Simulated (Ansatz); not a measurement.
## What it costs to change the join: MnP-type NiSi (1 0 0) on silicon (0 0 1)

Periodic stacks without vacuum, MnP-type NiSi (1 0 0) on silicon (0 0 1); both interfaces of a cell carry the change. As cut, the substrate ends in Si and Si planes and the film in Ni and Ni planes. All cells share the in-plane lattice within 0.1 %; atoms, period and the film's lateral shift were relaxed first with the CHGNet potential, then at PBE, once from one start each, so registries can end apart. The unchanged cell is such a single relaxation too: if a lower arrangement of it exists, the changes cost more than shown. Left out: 4 cells whose period moved by more than 2.5 % (with added atoms, fell by over 1 % or rose by over 10 %) or whose in-plane lattice differs.

Plane-wave PAW runs of Ansatz (a quantum-chemistry and plane-wave program), PBE at 420 eV, without spin–orbit coupling or a Hubbard term. The stacks are run without spin polarisation. The cells are models built for this series, cut from the relaxed bulk crystals, not measured interface structures.

```
cell                                       atoms gained or lost  period at the end (Å)  total energy (eV)  energy per atom added, swapped in or removed (eV)
-----------------------------------------  --------------------  ---------------------  -----------------  -------------------------------------------------
unchanged                                                     –                  25.42        -298465.132                                                  –
3 Al on substrate sites at each interface          +6 Al, −6 Si                  25.41        -297875.096                                              +0.03
3 As on substrate sites at each interface          +6 As, −6 Si                  25.81        -323786.213                                              +0.15
3 Ga on substrate sites at each interface          +6 Ga, −6 Si                  25.55        -317347.431                                              +0.16
3 P on substrate sites at each interface            +6 P, −6 Si                  25.30        -299185.611                                              -0.22
3 S added at each interface                                +6 S                  26.85        -303876.657                                              +0.13
6 P on substrate sites at each interface          +12 P, −12 Si                  25.33        -299906.708                                                  ?
```

References, each relaxed at the same level, per atom: Al from fcc Al, -537.505 eV; As from rhombohedral As, -4856.136 eV; Ga from alpha gallium, -3783.021 eV; P from black phosphorus, -755.674 eV; S from S8 molecule in a box, -902.050 eV; Si from silicon, -635.810 eV. Gases are single molecules in a box, without zero-point energy.

Problem. Work out the missing value, for «6 P on substrate sites at each interface», and say where it stands among the rows.

Solution. [-299906.708 − (-298465.132) − 12 × (-755.674) + 12 × (-635.810)] / 12 = -0.27 eV, number 1 of 6 from the lowest. A positive value means that the change costs energy against the references at 0 K, at PBE.
